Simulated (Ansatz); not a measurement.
Crystal: Cr₂O, antifluorite type, 3 atoms in the cell.

Computed with Ansatz 0.2.0 development build, PBE, plane waves, PAW datasets (generated hard set).

Cutoff 700 eV; k-mesh 19×19×19 Γ-centred; Fermi–Dirac smearing of 0.0612 eV; no spin polarisation.

The fit to the energies gives V₀ = 10.145 Å³/atom (a₀ = 4.956 Å), B₀ = 203 GPa, B₀′ = 4.57.

Problem. What pressure does the program print at V = 9.741 Å³/atom, and how far above the lowest computed point (V = 10.147 Å³/atom) does the energy lie?

Solution. 9.06 GPa and 10.99 meV/atom. All points:

| V (Å³/atom) | a (Å) | E − E(min) (meV/atom) | P (GPa) |
| --- | --- | --- | --- |
| 9.538 | 4.8553 | 25.81 | 14.44 |
| 9.741 | 4.8895 | 10.99 | 9.06 |
| 9.944 | 4.9232 | 2.62 | 4.25 |
| 10.147 | 4.9565 | 0.00 | -0.03 |
| 10.350 | 4.9893 | 2.51 | -3.87 |
| 10.553 | 5.0217 | 9.63 | -7.31 |
| 10.756 | 5.0537 | 20.88 | -10.40 |

The published all-electron PBE values for this crystal (mean of FLEUR and WIEN2k, k-spacing 0.06 Å⁻¹; Bosoni et al., Nat. Rev. Phys. 6, 45 (2024)) are V₀ = 10.147 Å³/atom, B₀ = 203.6 GPa, B₀′ = 4.51. This run's mesh is coarser (spacing 0.12 Å⁻¹), so part of any difference comes from k-sampling.

The stress includes the program's correction for the finite plane-wave basis.

This cubic structure is a model: it isn't the usual form of the substance at ambient conditions, and such phases are metastable or hypothetical. Spin polarisation is left out, and a magnetic state may lie lower.
